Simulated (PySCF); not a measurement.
## Exercise with solution: dipole moment from atomic charges

H₃N, SMILES N. Atoms are numbered in the order given.

```xyz
4

N      0.0000     0.0000     0.1137
H     -0.8137    -0.4698    -0.2653
H      0.0000     0.9396    -0.2653
H      0.8137    -0.4698    -0.2653
```
Charge 0, spin multiplicity 1.

Geometry optimised at PBE0-D3(BJ)/def2-TZVPD.

Charges (e) from PySCF with ωB97X/def2-TZVPD:

```json
[
 {"atom": "N1", "IAO": "-0.773", "ESP fit": "-0.903"},
 {"atom": "H2", "IAO": "0.258", "ESP fit": "0.302"},
 {"atom": "H3", "IAO": "0.258", "ESP fit": "0.299"},
 {"atom": "H4", "IAO": "0.258", "ESP fit": "0.302"}
]
```

The dipole moment of the full density is 1.56 D.

Problem. What dipole moment does each set of point charges give, and which comes closer to that of the density?

Solution. 
μ = Σ q r, and 1 e Å = 4.8032 D.
IAO: Σ q r = (0.000, 0.000, -0.293) e Å, |μ| = 1.41 D.
ESP fit: Σ q r = (0.000, -0.003, -0.342) e Å, |μ| = 1.64 D.
ESP fit comes closer in size. Point charges leave out the atoms' own dipoles (lone pairs, polarised bonds); fits to the potential absorb them, partitions of the density don't.
